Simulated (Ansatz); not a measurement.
**InH$_{4}$⁺, triplet: vertical spin and charge gaps**

Geometry (PBE0/def2-TZVP stationary point for this spin, not checked as a minimum):

```xyz
5

In    0.0000    0.0000    0.0000
H     0.7014    0.7153    1.4929
H    -0.7091   -0.7053    1.4940
H    -0.7064    0.7002   -1.4977
H     0.7142   -0.7103   -1.4892
```

Basis def2-SVP with its core potentials; Ansatz 0.2.0. Only valence electrons are correlated (noble-gas cores and the filled d shells of p-block atoms frozen). Prefix R: restricted or restricted open-shell reference. Active spaces: valence = (6e, 8o) chosen from the atoms' valence shells. No spin–orbit coupling is included; scalar relativity enters through the core potentials alone.

Gaps are energies of the second state less the first, at fixed atoms, for a selection of the levels run; each method lands on the state that its own search finds for that charge and spin.

Quintet less triplet: 6.399 eV at full CI (triplet A2, quintet A2, in C2v).

| level | gap (eV) | error (meV) |
| --- | --- | --- |
| RHF | 5.580 | -819 |
| RMP2 | 6.301 | -98 |
| RCCSD | 6.383 | -16 |
| RCCSD(T) | 6.387 | -12 |
| BCCD(T) | 6.391 | -8 |
| RCCSDT | 6.392 | -7 |
| RCCSDT(Q) | 6.392 | -7 |
| CASSCF (valence space) | 6.231 | -168 |
| NEVPT2 (valence space) | 6.328 | -71 |
| MRCISD (valence space) | 6.412 | 13 |
| MRCISD+Q (valence space) | 6.416 | 17 |
| PBE | 6.062 | -337 |
| r2SCAN | 6.096 | -303 |
| PBE0 | 6.180 | -219 |
| B3LYP | 6.274 | -125 |
| wB97X-V | 6.766 | 367 |
| wB97M-V | 6.728 | 329 |
| B2PLYP | 6.331 | -68 |
| RPA-PBE | 6.624 | 225 |

In so small a basis the reference is far from its limit while semilocal and hybrid functionals are nearer theirs (RPA and double hybrids share much of the reference's basis error), so the functionals' errors here hold much of the reference's basis and frozen-core error, which can add to them or hide them.

Full CI is exact within this basis and frozen core; it isn't the basis-set limit.
